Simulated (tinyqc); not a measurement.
MP2 on RHF in the sto-6g basis, frozen core, for H3O+, spin multiplicity 1, step by step (part 1 of 2). Computed by tinyqc, a small Python program that keeps every step (integrals from PySCF). Settings: charge = 1, multiplicity = 1, basis = sto-6g, method = RHF, frozen orbitals = 1, energy threshold = 1e-10, iteration cap = 83, orthogonalisation = symmetric, start = atomic densities, DIIS depth = 6. Command: `OMP_NUM_THREADS=1 python tinyqc.py 21435 21436 out.jsonl` (the two numbers bound the seeds that draw the settings). One thread of a shared host (Intel(R) Xeon(R) Processor @ 2.60GHz), about 0.3 s of CPU time with the checks. The early iterations of the SCF are left out here.

## One-electron integrals

Geometry (angstrom):
```
atom,x,y,z
O,0.00000,0.00000,0.11500
H,0.90600,0.00000,0.00000
H,-0.45300,0.78400,0.00000
H,-0.45300,-0.78400,0.00000
```

Basis sto-6g: exponents (1/bohr^2) and contraction coefficients of normalised primitives:
```
element,l (shell),exponent,coefficient
O,s (1),1355.58423,0.00916
O,s (1),248.54489,0.04936
O,s (1),69.53390,0.16854
O,s (1),23.88677,0.37056
O,s (1),9.27593,0.41649
O,s (1),3.82034,0.13033
O,s (2),52.18776,-0.01325
O,s (2),10.32932,-0.04699
O,s (2),3.21034,-0.03379
O,s (2),1.23514,0.25024
O,s (2),0.53642,0.59512
O,s (2),0.24588,0.24071
O,p (3),52.18776,0.00376
O,p (3),10.32932,0.03768
O,p (3),3.21034,0.17390
O,p (3),1.23514,0.41804
O,p (3),0.53642,0.42586
O,p (3),0.24588,0.10171
H,s (1),35.52322,0.00916
H,s (1),6.51314,0.04936
H,s (1),1.82214,0.16854
H,s (1),0.62596,0.37056
H,s (1),0.24308,0.41649
H,s (1),0.10011,0.13033
```

Overlap, kinetic and nuclear-attraction integrals over the contracted functions; the nuclear repulsion is the sum of Za Zb / Rab.

nuclear repulsion = 14.9238181 hartree

overlap S:
```
,1O 1s,1O 2s,1O 2px,1O 2py,1O 2pz,2H 1s,3H 1s,4H 1s
1O 1s,1.00000,0.23114,0.00000,0.00000,0.00000,0.06129,0.06137,0.06137
1O 2s,0.23114,1.00000,0.00000,0.00000,0.00000,0.50598,0.50633,0.50633
1O 2px,0.00000,0.00000,1.00000,0.00000,0.00000,0.40427,-0.20234,-0.20234
1O 2py,0.00000,0.00000,0.00000,1.00000,0.00000,0.00000,0.35018,-0.35018
1O 2pz,0.00000,0.00000,0.00000,0.00000,1.00000,-0.05131,-0.05137,-0.05137
2H 1s,0.06129,0.50598,0.40427,0.00000,-0.05131,1.00000,0.23243,0.23243
3H 1s,0.06137,0.50633,-0.20234,0.35018,-0.05137,0.23243,1.00000,0.23274
4H 1s,0.06137,0.50633,-0.20234,-0.35018,-0.05137,0.23243,0.23274,1.00000
```

kinetic energy T (hartree):
```
,1O 1s,1O 2s,1O 2px,1O 2py,1O 2pz,2H 1s,3H 1s,4H 1s
1O 1s,29.32720,-0.89602,0.00000,0.00000,0.00000,-0.00051,-0.00048,-0.00048
1O 2s,-0.89602,0.84262,0.00000,0.00000,0.00000,0.15040,0.15068,0.15068
1O 2px,0.00000,0.00000,2.53131,0.00000,0.00000,0.31413,-0.15737,-0.15737
1O 2py,0.00000,0.00000,0.00000,2.53131,0.00000,0.00000,0.27236,-0.27236
1O 2pz,0.00000,0.00000,0.00000,0.00000,2.53131,-0.03987,-0.03995,-0.03995
2H 1s,-0.00051,0.15040,0.31413,0.00000,-0.03987,0.76852,0.00337,0.00337
3H 1s,-0.00048,0.15068,-0.15737,0.27236,-0.03995,0.00337,0.76852,0.00343
4H 1s,-0.00048,0.15068,-0.15737,-0.27236,-0.03995,0.00337,0.00343,0.76852
```

nuclear attraction V (hartree):
```
,1O 1s,1O 2s,1O 2px,1O 2py,1O 2pz,2H 1s,3H 1s,4H 1s
1O 1s,-62.99729,-6.55324,0.00003,0.00000,0.00682,-1.98724,-1.98969,-1.98969
1O 2s,-6.55324,-10.70871,0.00029,0.00000,0.07453,-4.39322,-4.39713,-4.39713
1O 2px,0.00003,0.00029,-10.77449,0.00000,-0.00004,-3.15639,1.58027,1.58027
1O 2py,0.00000,0.00000,0.00000,-10.77450,0.00000,0.00000,-2.73476,2.73476
1O 2pz,0.00682,0.07453,-0.00004,0.00000,-10.57596,0.42358,0.42409,0.42409
2H 1s,-1.98724,-4.39322,-3.15639,0.00000,0.42358,-6.34612,-1.65277,-1.65277
3H 1s,-1.98969,-4.39713,1.58027,-2.73476,0.42409,-1.65277,-6.34847,-1.65511
4H 1s,-1.98969,-4.39713,1.58027,2.73476,0.42409,-1.65277,-1.65511,-6.34847
```

core Hamiltonian H = T + V (hartree):
```
,1O 1s,1O 2s,1O 2px,1O 2py,1O 2pz,2H 1s,3H 1s,4H 1s
1O 1s,-33.67009,-7.44926,0.00003,0.00000,0.00682,-1.98775,-1.99017,-1.99017
1O 2s,-7.44926,-9.86610,0.00029,0.00000,0.07453,-4.24283,-4.24645,-4.24645
1O 2px,0.00003,0.00029,-8.24318,0.00000,-0.00004,-2.84226,1.42289,1.42289
1O 2py,0.00000,0.00000,0.00000,-8.24319,0.00000,0.00000,-2.46240,2.46240
1O 2pz,0.00682,0.07453,-0.00004,0.00000,-8.04465,0.38370,0.38414,0.38414
2H 1s,-1.98775,-4.24283,-2.84226,0.00000,0.38370,-5.57760,-1.64940,-1.64940
3H 1s,-1.99017,-4.24645,1.42289,-2.46240,0.38414,-1.64940,-5.57995,-1.65168
4H 1s,-1.99017,-4.24645,1.42289,2.46240,0.38414,-1.64940,-1.65168,-5.57995
```

## Two-electron integrals

Functions are numbered as in S; the eight-fold symmetry (ij|kl) = (ji|kl) = (kl|ij) leaves the list below.

Two-electron integrals (ij|kl) in chemists' order, unique and non-zero (hartree):
```
i,j,k,l,(ij|kl)
1,1,1,1,4.78749
2,1,1,1,0.67588
2,1,2,1,0.12150
2,2,1,1,1.11738
2,2,2,1,0.24921
2,2,2,2,0.81738
3,1,3,1,0.02576
3,2,3,1,0.03914
3,2,3,2,0.18066
3,3,1,1,1.11738
3,3,2,1,0.24921
3,3,2,2,0.81738
3,3,3,3,0.88066
4,1,4,1,0.02576
4,2,4,1,0.03914
4,2,4,2,0.18066
4,3,4,3,0.04746
4,4,1,1,1.11738
4,4,2,1,0.24921
4,4,2,2,0.81738
4,4,3,3,0.78574
4,4,4,4,0.88066
5,1,5,1,0.02576
5,2,5,1,0.03914
5,2,5,2,0.18066
5,3,5,3,0.04746
5,4,5,4,0.04746
5,5,1,1,1.11738
5,5,2,1,0.24921
5,5,2,2,0.81738
5,5,3,3,0.78574
5,5,4,4,0.78574
5,5,5,5,0.88066
6,1,1,1,0.19154
6,1,2,1,0.03298
6,1,2,2,0.06609
6,1,3,1,0.00159
6,1,3,2,0.00310
6,1,3,3,0.06637
6,1,4,4,0.06594
6,1,5,1,-0.00020
6,1,5,2,-0.00039
6,1,5,3,-0.00005
6,1,5,5,0.06595
6,1,6,1,0.00913
6,2,1,1,0.43482
6,2,2,1,0.09819
6,2,2,2,0.35278
6,2,3,1,0.00772
6,2,3,2,0.05519
6,2,3,3,0.36374
6,2,4,4,0.34717
6,2,5,1,-0.00098
6,2,5,2,-0.00701
6,2,5,3,-0.00210
6,2,5,5,0.34744
6,2,6,1,0.02674
6,2,6,2,0.18391
6,3,1,1,0.29686
6,3,2,1,0.06803
6,3,2,2,0.26070
6,3,3,1,0.01611
6,3,3,2,0.10155
6,3,3,3,0.28444
6,3,4,4,0.24873
6,3,5,1,-0.00061
6,3,5,2,-0.00499
6,3,5,3,-0.00306
6,3,5,5,0.24893
6,3,6,1,0.01945
6,3,6,2,0.16532
6,3,6,3,0.17441
6,4,4,1,0.01130
6,4,4,2,0.06226
6,4,4,3,0.01158
6,4,5,4,-0.00147
6,4,6,4,0.02709
6,5,1,1,-0.03768
6,5,2,1,-0.00863
6,5,2,2,-0.03309
6,5,3,1,-0.00061
6,5,3,2,-0.00499
6,5,3,3,-0.03317
6,5,4,4,-0.03157
6,5,5,1,0.01138
6,5,5,2,0.06290
6,5,5,3,0.01178
6,5,5,5,-0.03454
6,5,6,1,-0.00247
6,5,6,2,-0.02098
6,5,6,3,-0.01870
6,5,6,5,0.02946
6,6,1,1,0.55333
6,6,2,1,0.12723
6,6,2,2,0.51921
6,6,3,1,0.01388
6,6,3,2,0.13214
6,6,3,3,0.56022
6,6,4,4,0.49820
6,6,5,1,-0.00176
6,6,5,2,-0.01677
6,6,5,3,-0.00787
6,6,5,5,0.49920
6,6,6,1,0.03508
6,6,6,2,0.33122
6,6,6,3,0.34069
6,6,6,5,-0.04324
6,6,6,6,0.77500
7,1,1,1,0.19178
7,1,2,1,0.03302
7,1,2,2,0.06617
7,1,3,1,-0.00080
7,1,3,2,-0.00155
7,1,3,3,0.06613
7,1,4,1,0.00138
7,1,4,2,0.00268
7,1,4,3,-0.00019
7,1,4,4,0.06634
7,1,5,1,-0.00020
7,1,5,2,-0.00039
7,1,5,3,2.72e-05
7,1,5,4,-4.71e-05
7,1,5,5,0.06603
7,1,6,1,0.00898
7,1,6,2,0.02575
7,1,6,3,0.01738
7,1,6,4,0.00076
7,1,6,5,-0.00237
7,1,6,6,0.03317
7,1,7,1,0.00915
7,2,1,1,0.43521
7,2,2,1,0.09827
7,2,2,2,0.35308
7,2,3,1,-0.00387
7,2,3,2,-0.02763
7,2,3,3,0.35161
7,2,4,1,0.00669
7,2,4,2,0.04782
7,2,4,3,-0.00718
7,2,4,4,0.35989
7,2,5,1,-0.00098
7,2,5,2,-0.00701
7,2,5,3,0.00105
7,2,5,4,-0.00182
7,2,5,5,0.34773
7,2,6,1,0.02574
7,2,6,2,0.14803
7,2,6,3,0.10087
7,2,6,4,0.01621
7,2,6,5,-0.01637
7,2,6,6,0.21832
7,2,7,1,0.02680
7,2,7,2,0.18419
7,3,1,1,-0.14861
7,3,2,1,-0.03406
7,3,2,2,-0.13050
7,3,3,1,0.01251
7,3,3,2,0.07216
7,3,3,3,-0.13768
7,3,4,1,-0.00208
7,3,4,2,-0.01702
7,3,4,3,0.01275
7,3,4,4,-0.12922
7,3,5,1,0.00031
7,3,5,2,0.00250
7,3,5,3,-0.00187
7,3,5,4,0.00069
7,3,5,5,-0.12461
7,3,6,1,-0.00803
7,3,6,2,-0.03641
7,3,6,3,-0.00414
7,3,6,4,-0.00319
7,3,6,5,0.00390
7,3,6,6,-0.03679
7,3,7,1,-0.00975
7,3,7,2,-0.08281
7,3,7,3,0.06405
7,4,1,1,0.25720
7,4,2,1,0.05894
7,4,2,2,0.22586
7,4,3,1,-0.00208
7,4,3,2,-0.01702
7,4,3,3,0.21821
7,4,4,1,0.01492
7,4,4,2,0.09179
7,4,4,3,-0.01051
7,4,4,4,0.24371
7,4,5,1,-0.00053
7,4,5,2,-0.00432
7,4,5,3,0.00069
7,4,5,4,-0.00267
7,4,5,5,0.21566
7,4,6,1,0.01542
7,4,6,2,0.09542
7,4,6,3,0.06419
7,4,6,4,0.03110
7,4,6,5,-0.01036
7,4,6,6,0.14158
7,4,7,1,0.01687
7,4,7,2,0.14332
7,4,7,3,-0.06388
7,4,7,4,0.13770
7,5,1,1,-0.03773
7,5,2,1,-0.00865
7,5,2,2,-0.03313
7,5,3,1,0.00031
7,5,3,2,0.00250
7,5,3,3,-0.03201
7,5,4,1,-0.00053
7,5,4,2,-0.00432
7,5,4,3,0.00069
7,5,4,4,-0.03280
7,5,5,1,0.01139
7,5,5,2,0.06296
7,5,5,3,-0.00590
7,5,5,4,0.01021
7,5,5,5,-0.03458
7,5,6,1,-0.00237
7,5,6,2,-0.01637
7,5,6,3,-0.01092
7,5,6,4,-0.00180
7,5,6,5,0.02285
7,5,6,6,-0.02648
7,5,7,1,-0.00247
7,5,7,2,-0.02102
7,5,7,3,0.00937
7,5,7,4,-0.01622
7,5,7,5,0.02952
7,6,1,1,0.15818
7,6,2,1,0.03597
7,6,2,2,0.13745
7,6,3,1,0.00117
7,6,3,2,0.00952
7,6,3,3,0.13833
7,6,4,1,0.00203
7,6,4,2,0.01649
7,6,4,3,0.00048
7,6,4,4,0.13888
7,6,5,1,-0.00060
7,6,5,2,-0.00484
7,6,5,3,-0.00054
7,6,5,4,-0.00094
7,6,5,5,0.13515
7,6,6,1,0.00965
7,6,6,2,0.06851
7,6,6,3,0.05712
7,6,6,4,0.00701
7,6,6,5,-0.00879
7,6,6,6,0.12199
7,6,7,1,0.00966
7,6,7,2,0.06855
7,6,7,3,-0.02251
7,6,7,4,0.05298
7,6,7,5,-0.00880
7,6,7,6,0.03015
7,7,1,1,0.55360
7,7,2,1,0.12729
7,7,2,2,0.51941
7,7,3,1,-0.00695
7,7,3,2,-0.06614
7,7,3,3,0.51392
7,7,4,1,0.01203
7,7,4,2,0.11446
7,7,4,3,-0.02687
7,7,4,4,0.54490
7,7,5,1,-0.00176
7,7,5,2,-0.01679
7,7,5,3,0.00394
7,7,5,4,-0.00682
7,7,5,5,0.49939
7,7,6,1,0.03315
7,7,6,2,0.21822
7,7,6,3,0.14097
7,7,6,4,0.03895
7,7,6,5,-0.02646
7,7,6,6,0.33200
7,7,7,1,0.03514
7,7,7,2,0.33152
7,7,7,3,-0.17056
7,7,7,4,0.29519
7,7,7,5,-0.04330
7,7,7,6,0.12199
7,7,7,7,0.77500
8,1,1,1,0.19178
8,1,2,1,0.03302
8,1,2,2,0.06617
8,1,3,1,-0.00080
8,1,3,2,-0.00155
8,1,3,3,0.06613
8,1,4,1,-0.00138
8,1,4,2,-0.00268
8,1,4,3,0.00019
8,1,4,4,0.06634
8,1,5,1,-0.00020
8,1,5,2,-0.00039
8,1,5,3,2.72e-05
8,1,5,4,4.71e-05
8,1,5,5,0.06603
8,1,6,1,0.00898
8,1,6,2,0.02575
8,1,6,3,0.01738
8,1,6,4,-0.00076
8,1,6,5,-0.00237
8,1,6,6,0.03317
8,1,7,1,0.00899
8,1,7,2,0.02577
8,1,7,3,-0.00936
8,1,7,4,0.01468
8,1,7,5,-0.00238
8,1,7,6,0.00936
8,1,7,7,0.03319
8,1,8,1,0.00915
8,2,1,1,0.43521
8,2,2,1,0.09827
8,2,2,2,0.35308
8,2,3,1,-0.00387
8,2,3,2,-0.02763
8,2,3,3,0.35161
8,2,4,1,-0.00669
8,2,4,2,-0.04782
8,2,4,3,0.00718
8,2,4,4,0.35989
8,2,5,1,-0.00098
8,2,5,2,-0.00701
8,2,5,3,0.00105
8,2,5,4,0.00182
8,2,5,5,0.34773
8,2,6,1,0.02574
8,2,6,2,0.14803
8,2,6,3,0.10087
8,2,6,4,-0.01621
8,2,6,5,-0.01637
8,2,6,6,0.21832
8,2,7,1,0.02577
8,2,7,2,0.14816
8,2,7,3,-0.06456
8,2,7,4,0.07928
8,2,7,5,-0.01639
8,2,7,6,0.05654
8,2,7,7,0.21843
8,2,8,1,0.02680
8,2,8,2,0.18419
8,3,1,1,-0.14861
8,3,2,1,-0.03406
8,3,2,2,-0.13050
8,3,3,1,0.01251
8,3,3,2,0.07216
8,3,3,3,-0.13768
8,3,4,1,0.00208
8,3,4,2,0.01702
8,3,4,3,-0.01275
8,3,4,4,-0.12922
8,3,5,1,0.00031
8,3,5,2,0.00250
8,3,5,3,-0.00187
8,3,5,4,-0.00069
8,3,5,5,-0.12461
8,3,6,1,-0.00803
8,3,6,2,-0.03641
8,3,6,3,-0.00414
8,3,6,4,0.00319
8,3,6,5,0.00390
8,3,6,6,-0.03679
8,3,7,1,-0.00936
8,3,7,2,-0.06456
8,3,7,3,0.04880
8,3,7,4,-0.03373
8,3,7,5,0.00703
8,3,7,6,-0.01816
8,3,7,7,-0.10438
8,3,8,1,-0.00975
8,3,8,2,-0.08281
8,3,8,3,0.06405
8,4,1,1,-0.25720
8,4,2,1,-0.05894
8,4,2,2,-0.22586
8,4,3,1,0.00208
8,4,3,2,0.01702
8,4,3,3,-0.21821
8,4,4,1,0.01492
8,4,4,2,0.09179
8,4,4,3,-0.01051
8,4,4,4,-0.24371
8,4,5,1,0.00053
8,4,5,2,0.00432
8,4,5,3,-0.00069
8,4,5,4,-0.00267
8,4,5,5,-0.21566
8,4,6,1,-0.01542
8,4,6,2,-0.09542
8,4,6,3,-0.06419
8,4,6,4,0.03110
8,4,6,5,0.01036
8,4,6,6,-0.14158
8,4,7,1,-0.01468
8,4,7,2,-0.07928
8,4,7,3,0.03373
8,4,7,4,-0.02172
8,4,7,5,0.00856
8,4,7,6,-0.03142
8,4,7,7,-0.10265
8,4,8,1,-0.01687
8,4,8,2,-0.14332
8,4,8,3,0.06388
8,4,8,4,0.13770
8,5,1,1,-0.03773
8,5,2,1,-0.00865
8,5,2,2,-0.03313
8,5,3,1,0.00031
8,5,3,2,0.00250
8,5,3,3,-0.03201
8,5,4,1,0.00053
8,5,4,2,0.00432
8,5,4,3,-0.00069
8,5,4,4,-0.03280
8,5,5,1,0.01139
8,5,5,2,0.06296
8,5,5,3,-0.00590
8,5,5,4,-0.01021
8,5,5,5,-0.03458
8,5,6,1,-0.00237
8,5,6,2,-0.01637
8,5,6,3,-0.01092
8,5,6,4,0.00180
8,5,6,5,0.02285
8,5,6,6,-0.02648
8,5,7,1,-0.00238
8,5,7,2,-0.01639
8,5,7,3,0.00703
8,5,7,4,-0.00856
8,5,7,5,0.02288
8,5,7,6,-0.00704
8,5,7,7,-0.02650
8,5,8,1,-0.00247
8,5,8,2,-0.02102
8,5,8,3,0.00937
8,5,8,4,0.01622
8,5,8,5,0.02952
8,6,1,1,0.15818
8,6,2,1,0.03597
8,6,2,2,0.13745
8,6,3,1,0.00117
8,6,3,2,0.00952
8,6,3,3,0.13833
8,6,4,1,-0.00203
8,6,4,2,-0.01649
8,6,4,3,-0.00048
8,6,4,4,0.13888
8,6,5,1,-0.00060
8,6,5,2,-0.00484
8,6,5,3,-0.00054
8,6,5,4,0.00094
8,6,5,5,0.13515
8,6,6,1,0.00965
8,6,6,2,0.06851
8,6,6,3,0.05712
8,6,6,4,-0.00701
8,6,6,5,-0.00879
8,6,6,6,0.12199
8,6,7,1,0.00936
8,6,7,2,0.05654
8,6,7,3,-0.01816
8,6,7,4,0.03142
8,6,7,5,-0.00704
8,6,7,6,0.02520
8,6,7,7,0.08400
8,6,8,1,0.00966
8,6,8,2,0.06855
8,6,8,3,-0.02251
8,6,8,4,-0.05298
8,6,8,5,-0.00880
8,6,8,6,0.03015
8,7,1,1,0.15840
8,7,2,1,0.03602
8,7,2,2,0.13765
8,7,3,1,-0.00235
8,7,3,2,-0.01908
8,7,3,3,0.13936
8,7,4,4,0.13824
8,7,5,1,-0.00060
8,7,5,2,-0.00484
8,7,5,3,0.00109
8,7,5,5,0.13534
8,7,6,1,0.00936
8,7,6,2,0.05656
8,7,6,3,0.03632
8,7,6,5,-0.00704
8,7,6,6,0.08408
8,7,7,1,0.00968
8,7,7,2,0.06866
8,7,7,3,-0.03472
8,7,7,4,0.04604
8,7,7,5,-0.00881
8,7,7,6,0.02523
8,7,7,7,0.12219
8,7,8,1,0.00968
8,7,8,2,0.06866
8,7,8,3,-0.03472
8,7,8,4,-0.04604
8,7,8,5,-0.00881
8,7,8,6,0.02523
8,7,8,7,0.03024
8,8,1,1,0.55360
8,8,2,1,0.12729
8,8,2,2,0.51941
8,8,3,1,-0.00695
8,8,3,2,-0.06614
8,8,3,3,0.51392
8,8,4,1,-0.01203
8,8,4,2,-0.11446
8,8,4,3,0.02687
8,8,4,4,0.54490
8,8,5,1,-0.00176
8,8,5,2,-0.01679
8,8,5,3,0.00394
8,8,5,4,0.00682
8,8,5,5,0.49939
8,8,6,1,0.03315
8,8,6,2,0.21822
8,8,6,3,0.14097
8,8,6,4,-0.03895
8,8,6,5,-0.02646
8,8,6,6,0.33200
8,8,7,1,0.03319
8,8,7,2,0.21843
8,8,7,3,-0.10438
8,8,7,4,0.10265
8,8,7,5,-0.02650
8,8,7,6,0.08400
8,8,7,7,0.33218
8,8,8,1,0.03514
8,8,8,2,0.33152
8,8,8,3,-0.17056
8,8,8,4,-0.29519
8,8,8,5,-0.04330
8,8,8,6,0.12199
8,8,8,7,0.12219
8,8,8,8,0.77500
```

## Orthogonalisation

S = U s U^T; symmetric (Loewdin) form X = U s^(-1/2) U^T, so that X^T S X = 1.

eigenvalues of S: 0.30057  0.37491  0.37511  0.96372  1.01403  1.39235  1.39257  2.18674

X:
```
,1O 1s,1O 2s,1O 2px,1O 2py,1O 2pz,2H 1s,3H 1s,4H 1s
1O 1s,1.02385,-0.14947,0.00001,0.00000,0.00296,0.01927,0.01927,0.01927
1O 2s,-0.14947,1.39465,-0.00025,0.00000,-0.03725,-0.30643,-0.30686,-0.30686
1O 2px,0.00001,-0.00025,1.15042,0.00000,0.00003,-0.31202,0.15619,0.15619
1O 2py,0.00000,0.00000,0.00000,1.15046,0.00000,0.00000,-0.27043,0.27043
1O 2pz,0.00296,-0.03725,0.00003,0.00000,1.00371,0.03062,0.03068,0.03068
2H 1s,0.01927,-0.30643,-0.31202,0.00000,0.03062,1.24959,-0.08004,-0.08004
3H 1s,0.01927,-0.30686,0.15619,-0.27043,0.03068,-0.08004,1.25004,-0.08016
4H 1s,0.01927,-0.30686,0.15619,0.27043,0.03068,-0.08004,-0.08016,1.25004
```

## Iteration 8 (converged): orbitals

converged F (hartree):
```
,1O 1s,1O 2s,1O 2px,1O 2py,1O 2pz,2H 1s,3H 1s,4H 1s
1O 1s,-21.12507,-5.10985,0.00002,0.00000,0.00907,-1.36147,-1.36312,-1.36312
1O 2s,-5.10985,-2.93104,0.00026,0.00000,0.05562,-1.33138,-1.33249,-1.33249
1O 2px,0.00002,0.00026,-0.99865,0.00000,-0.00004,-0.68521,0.34300,0.34300
1O 2py,0.00000,0.00000,0.00000,-0.99870,0.00000,0.00000,-0.59355,0.59355
1O 2pz,0.00907,0.05562,-0.00004,0.00000,-0.93680,0.10803,0.10813,0.10813
2H 1s,-1.36147,-1.33138,-0.68521,0.00000,0.10803,-0.98119,-0.49040,-0.49040
3H 1s,-1.36312,-1.33249,0.34300,-0.59355,0.10813,-0.49040,-0.98209,-0.49107
4H 1s,-1.36312,-1.33249,0.34300,0.59355,0.10813,-0.49040,-0.49107,-0.98209
```

Diagonalise F' = X^T F X, C = X C', fill 5 alpha and 5 beta electrons from the bottom; D = 2 C_occ C_occ^T. Each column has its largest component positive (the first on a tie).

F' = X^T F X (hartree):
```
,1,2,3,4,5,6,7,8
1,-20.78668,-2.52722,-0.00001,0.00000,0.01037,-0.25340,-0.25393,-0.25393
2,-2.52722,-1.55198,-0.00009,0.00000,-0.01526,-0.55824,-0.55882,-0.55882
3,-0.00001,-0.00009,-0.65502,0.00000,0.00001,-0.58608,0.29329,0.29329
4,0.00000,0.00000,0.00000,-0.65502,0.00000,0.00000,-0.50780,0.50780
5,0.01037,-0.01526,0.00001,0.00000,-0.92819,0.06552,0.06560,0.06560
6,-0.25340,-0.55824,-0.58608,0.00000,0.06552,-0.26908,-0.10794,-0.10794
7,-0.25393,-0.55882,0.29329,-0.50780,0.06560,-0.10794,-0.26894,-0.10807
8,-0.25393,-0.55882,0.29329,0.50780,0.06560,-0.10794,-0.10807,-0.26894
```

orbital energies (hartree): MO1 -21.12841, MO2 -1.82910, MO3 -1.16740, MO4 -1.16736, MO5 -0.93552, MO6 0.14123, MO7 0.35121, MO8 0.35150

coefficients C:
```
,MO1,MO2,MO3,MO4,MO5,MO6,MO7,MO8
1O 1s,0.99645,-0.22953,0.00000,-0.00008,-0.02459,-0.15978,-0.00030,0.00000
1O 2s,0.01776,0.86987,0.00000,0.00045,0.12831,1.21555,0.00265,0.00000
1O 2px,0.00000,-0.00027,0.00000,0.71440,-0.00009,0.00135,-0.97941,0.00000
1O 2py,0.00000,0.00000,0.71441,0.00000,0.00000,0.00000,0.00000,0.97952
1O 2pz,-0.00100,-0.05635,0.00000,0.00007,0.99118,-0.16137,-0.00035,0.00000
2H 1s,-0.00348,0.09359,0.00000,0.37658,-0.03133,-0.69550,1.06376,0.00000
3H 1s,-0.00348,0.09372,0.32616,-0.18824,-0.03128,-0.69306,-0.53390,-0.92275
4H 1s,-0.00348,0.09372,-0.32616,-0.18824,-0.03128,-0.69306,-0.53390,0.92275
```

D after iteration 8:
```
,1O 1s,1O 2s,1O 2px,1O 2py,1O 2pz,2H 1s,3H 1s,4H 1s
1O 1s,2.09241,-0.37024,0.00000,0.00000,-0.02487,-0.04842,-0.04840,-0.04840
1O 2s,-0.37024,1.54691,0.00015,0.00000,0.15629,0.15499,0.15472,0.15472
1O 2px,0.00000,0.00015,1.02073,0.00000,-0.00005,0.53802,-0.26901,-0.26901
1O 2py,0.00000,0.00000,0.00000,1.02075,0.00000,0.00000,0.46602,-0.46602
1O 2pz,-0.02487,0.15629,-0.00005,0.00000,1.97124,-0.07260,-0.07259,-0.07259
2H 1s,-0.04842,0.15499,0.53802,0.00000,-0.07260,0.30313,-0.12225,-0.12225
3H 1s,-0.04840,0.15472,-0.26901,0.46602,-0.07259,-0.12225,0.30318,-0.12234
4H 1s,-0.04840,0.15472,-0.26901,-0.46602,-0.07259,-0.12225,-0.12234,0.30318
```

Within a degenerate level the vectors are fixed only up to a rotation; this is one choice.

## Convergence

Stop when the energy changes by less than 1e-10 hartree and every element of the error matrix X^T (F D S - S D F) X is below 3e-06.

Course of the cycle:
```
iteration,E (hartree),change,largest element of the error matrix
1,-72.3032461,-,1.41e+00
2,-75.9454202,-3.64e+00,2.67e-01
3,-76.0216452,-7.62e-02,2.31e-02
4,-76.0222228,-5.78e-04,3.74e-03
5,-76.0222436,-2.08e-05,1.35e-04
6,-76.0222436,-4.52e-08,2.42e-05
7,-76.0222436,-1.65e-09,1.60e-06
8,-76.0222436,-3.44e-12,2.64e-09
```

PySCF RHF in the same basis = -76.0222436 hartree

Converged in 8 iterations.
